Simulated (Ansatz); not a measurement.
Ansatz (an electronic-structure program) input (PBE0/def2-TZVP):

Ansatz 0.2 input:
```yaml
crystal:
  periodic: [false, false, false]
  atoms:
    - {symbol: O, position_ang: [-0.00000000, -0.00000000, -1.68048500]}
    - {symbol: C, position_ang: [-0.00000000, -0.00000000, -0.52503293]}
    - {symbol: S, position_ang: [0.00000000, 0.00000000, 1.03712985]}
basis:
  gaussian:
    orbitals: def2-TZVP
hamiltonian:
  xc: {name: PBE0}
relax: {f_tol: 0.003, max_steps: 100}
```

End of the output:

```
reference -13914.20023664 eV, -511.3374273129 hartree; 15, 15 occupied and 84, 84 virtual orbitals, 602 factors
relax step   2: F+E_penalty+E_count = -13914.20021899 eV  Δ(F+E_penalty+E_count) = -1.010e-3 eV  max|allowed force component| = 1.031e-1 eV/Å  Δτ_max = 0.0029 Å  (32 SCF iters, accepted)
these checks for a lower state are left out or cut short: starts, cluster_reference, orbital_swaps, neighbouring_geometries, increment
integrals: 0.02 GiB planned
602 factors; their error is unknown
mean field: 0.24 GiB planned
mean field evaluation 32: about -13914.2003 eV, gradient 1.8e-5 eV
mean field -13914.20032442 eV, -511.3374305388 hartree, gradient 1.8e-5 eV, S^2 0.000000; 0 other end points of the search recorded, 0 dependent functions left out
the calculation of the forces begins
reference -13914.20034207 eV, -511.3374311875 hartree; 15, 15 occupied and 84, 84 virtual orbitals, 602 factors
relax step   3: F+E_penalty+E_count = -13914.20032442 eV  Δ(F+E_penalty+E_count) = -1.054e-4 eV  max|allowed force component| = 2.774e-2 eV/Å  Δτ_max = 0.0012 Å  (32 SCF iters, accepted)
these checks for a lower state are left out or cut short: starts, cluster_reference, orbital_swaps, neighbouring_geometries, increment
integrals: 0.02 GiB planned
602 factors; their error is unknown
mean field: 0.24 GiB planned
mean field -13914.20032775 eV, -511.3374306611 hartree, gradient 1.8e-5 eV, S^2 0.000000; 0 other end points of the search recorded, 0 dependent functions left out
the calculation of the forces begins
reference -13914.20034540 eV, -511.3374313098 hartree; 15, 15 occupied and 84, 84 virtual orbitals, 602 factors
relax step   4: F+E_penalty+E_count = -13914.20032775 eV  Δ(F+E_penalty+E_count) = -3.327e-6 eV  max|allowed force component| = 2.578e-5 eV/Å  Δτ_max = 0.0002 Å  (32 SCF iters, accepted)
integrals: 0.02 GiB planned
602 factors; their error is unknown
mean field: 0.24 GiB planned
mean field -13914.20032775 eV, -511.3374306611 hartree, gradient 1.8e-5 eV, S^2 0.000000; 1 other end points of the search recorded, 0 dependent functions left out
the calculation of the forces begins
reference -13914.20034540 eV, -511.3374313098 hartree; 15, 15 occupied and 84, 84 virtual orbitals, 602 factors
Total energy: -13914.20034540 eV, -511.3374313098 hartree
Atom 0 at     0.000000    -0.000000    -1.676891 Å, force     0.000000    -0.000000    -0.000026 eV/Å
Atom 1 at    -0.000000     0.000000    -0.524547 Å, force    -0.000000     0.000000     0.000016 eV/Å
Atom 2 at     0.000000    -0.000000     1.033050 Å, force     0.000000    -0.000000     0.000010 eV/Å
Dipole moment:     0.000000    -0.000000     0.146235 e Å
```
